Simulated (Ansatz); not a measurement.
`FCC=C=S` at its PBE0-D4/def2-TZVP geometry, where that method's forces vanish. Charge 0, multiplicity 1.

```tsv
atom	x (Å)	y (Å)	z (Å)
F1	0.4770	1.7167	-0.8976
C2	0.4240	0.8616	0.1925
C3	-0.6125	-0.1910	-0.0111
C4	-0.3039	-1.4440	-0.2192
S5	0.0799	-2.9267	-0.4458
H6	0.1834	1.4737	1.0664
H7	1.4128	0.4174	0.3216
H8	-1.6608	0.0924	-0.0067
```

Task: For each bond, give half the difference of the two atoms' forces along it (eV/Å; positive pushes the atoms apart) under PBE-D4, r2SCAN-D4, B3LYP-D4, ωB97M-V in def2-TZVPP. (Best estimate.)

Result: Ansatz gave: 
| bond | length (Å) | PBE-D4 | r2SCAN-D4 | B3LYP-D4 | ωB97M-V |
| --- | --- | --- | --- | --- | --- |
| F1–C2 | 1.386 | 0.57 | 0.38 | 0.43 | 0.24 |
| C2–C3 | 1.491 | -0.16 | 0.01 | 0.09 | 0.15 |
| C2–H6 | 1.094 | 0.07 | -0.08 | -0.15 | -0.16 |
| C2–H7 | 1.092 | 0.08 | -0.08 | -0.13 | -0.13 |
| C3–C4 | 1.307 | 0.17 | 0.05 | -0.07 | -0.05 |
| C3–H8 | 1.086 | 0.04 | -0.07 | -0.11 | -0.14 |
| C4–S5 | 1.548 | 0.30 | 0.09 | 0.16 | 0.05 |

B3LYP here is the variant with VWN-RPA as its local correlation; programs differ in this.
